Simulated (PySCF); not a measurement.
Which level of theory gave which numbers?

Compound: oxalyl dichloride, C2Cl2O2.
SMILES: `C(Cl)(=O)C(Cl)=O`

The closed-shell ground state was solved 4 times with PySCF (density fitting, gas phase), always in the pcSseg-2 basis (230 functions), with these functionals: B97-2, KT3, PBE0 and wB97X-D. Isolated species at its PBE0-D3(BJ)/def2-TZVP geometry (one conformer only).

```json
{"row": "P", "total energy (Eh)": "-1147.1715", "HOMO (eV)": "-8.70", "LUMO (eV)": "-3.58", "dipole (D)": "0.17"}
{"row": "Q", "total energy (Eh)": "-1147.1001", "HOMO (eV)": "-10.82", "LUMO (eV)": "-1.67", "dipole (D)": "0.17"}
{"row": "R", "total energy (Eh)": "-1146.6366", "HOMO (eV)": "-8.97", "LUMO (eV)": "-3.52", "dipole (D)": "0.17"}
{"row": "S", "total energy (Eh)": "-1156.5562", "HOMO (eV)": "-7.60", "LUMO (eV)": "-4.43", "dipole (D)": "0.16"}
```

Question: Which functional belongs to which row?

Answer: P = B97-2, Q = wB97X-D, R = PBE0, S = KT3. By rising HOMO–LUMO gap: KT3 (GGA) 3.17 eV; B97-2 (global hybrid, 21 % exact exchange) 5.12 eV; PBE0 (global hybrid, 25 % exact exchange) 5.45 eV; wB97X-D (range-separated hybrid) 9.15 eV. Total energies of different functionals aren't bounds to one another; each is stationary for its own functional.

Shape of the structure used: `[O:1]=[C:2]([Cl:3])[C:4](=[O:5])[Cl:6]`: O1–C2–C4–O5 169°.

The pairwise dispersion term of wB97X-D wasn't added to the energies; at a given geometry it leaves orbitals and properties as they are.
